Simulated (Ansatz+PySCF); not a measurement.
A calculation with Ansatz (development build ahead of 0.2.0).

```yaml
crystal:
  periodic: [false, false, false]
  atoms:
    - { symbol: Li, position_ang: [-0.02456, 0.03038, -1.18017] }
    - { symbol: F, position_ang: [0.00389, 0.01604, 0.43018] }
basis:
  gaussian: { orbitals: def2-SVP }
hamiltonian:
  xc: hf
```

The input is written out in the form of the current development build from the run's settings.

The run gave:

```json
{"Converged": "yes", "Total energy": "-106.84756 hartree", "Spin squared of the determinant": "0.000", "Stability test": "minimum among restricted orbitals", "Occupied orbitals by symmetry in an Abelian subgroup (alpha; beta)": "4 A1 1 B1 1 B2; 4 A1 1 B1 1 B2"}
```
